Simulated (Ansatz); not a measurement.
The input, for Ansatz 0.2.0:

```yaml
crystal:
  periodic: [false, false, false]
  atoms:
    - {symbol: Si, position_ang: [0.000000, 0.000000, 0.000000]}
    - {symbol: Cl, position_ang: [0.000000, 0.000000, 1.866000]}
basis:
  gaussian: {orbitals: 6-31G}
magnetization: {spin_polarized: false, initial_magnetization: 3}
correlation: {method: mp2, electrons: outside_noble_gas}
```

```sh
$ ansatz run in.yaml --threads 1 --pin off --events-out ev --progress --plain --max-ram 2393MiB
```

The program prints:

```
280 factors; integrals over basis functions are off by at most 1.0e-4 eV
mean field evaluation 1: about -20359.1009 eV, gradient 9.0e0 eV
mean field evaluation 2: about -20359.1051 eV, gradient 9.1e0 eV
mean field evaluation 4: about -20360.2554 eV, gradient 9.6e-1 eV
mean field evaluation 8: about -20360.2781 eV, gradient 4.6e-4 eV
mean field -20360.27810090 eV, -748.2264195160 hartree, gradient 2.6e-6 eV, S^2 3.750000; 0 other end points of the search recorded, 0 dependent functions left out
mean field evaluation 16: about -20360.2780 eV, gradient 9.0e-1 eV
10 core orbitals not correlated: weight in the atoms' cores, before any rotation towards them, 1.000 or more for the frozen orbitals, at most 0.000 for the correlated occupied ones
reference -20360.27810090 eV, -748.2264195160 hartree; 7, 4 occupied and 9, 12 virtual orbitals, 280 factors
second order -1.39926846 eV of doubles, -0.01904876 eV of singles
Total energy: -20361.69641812 eV, -748.2785417125 hartree
```

Ran on 1 thread of Arm Neoverse N1, shared host: 0.36 s wall, 0.06 GiB peak host memory.
